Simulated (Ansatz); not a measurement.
## H$_{2}$C–SH, doublet: reading a ladder of total energies

Geometry: a PBE0/def2-TZVP stationary point for this spin, not checked as a minimum.

```
atom   x (Å)    y (Å)    z (Å)
   C  0.0000   0.0496   1.1796
   S  0.0000  -0.0617  -0.5242
   H  0.0000   0.9990   1.6902
   H  0.0000  -0.8792   1.7290
   H  0.0000   1.2516  -0.7998
```

Basis cc-pVDZ; Ansatz 0.2.0. Correlated methods freeze the noble-gas cores, which leaves 13 electrons in 41 orbitals. Prefix R: restricted or restricted open-shell reference; prefix U: unrestricted.

Full CI isn't at hand for all of this; UCCSDT(Q) serves as the reference, and is uncertain by the last step of the cluster series or more.

UCCSD has a T1 diagnostic of 0.018 and a largest doubles amplitude of 0.03.

Runs differ by some tens of microhartree through their thresholds and, for an open shell, their frozen cores, so steps under 0.03 kcal/mol mean nothing.

| level | total energy (hartree) |
| --- | --- |
| UHF | -437.097686 |
| UMP2 | -437.353893 |
| UCCSD | -437.388655 |
| UCCSD(T) | -437.396396 |
| UCCSDT | -437.397222 |
| UCCSDT(Q) | -437.397740 |

Task: What is the correlation energy at UCCSDT(Q), and what share of it do UMP2 and UCCSD(T) recover?

Result: E(corr) = -437.397740 − (-437.097686) = -0.300054 hartree = -8.165 eV. UMP2: -0.256207 / -0.300054 = 85.39 %. UCCSD(T): -0.298710 / -0.300054 = 99.55 %.

Task: By how many kcal/mol does UCCSD(T) miss UCCSDT(Q) (1 hartree = 627.509 kcal/mol), and which steps make up the rest?

Result: -437.396396 − (-437.397740) = 0.001344 hartree = 0.84 kcal/mol. Steps: UCCSDT − UCCSD(T) = -0.52, UCCSDT(Q) − UCCSDT = -0.33 kcal/mol. Differences between like states or geometries often cancel part of this.
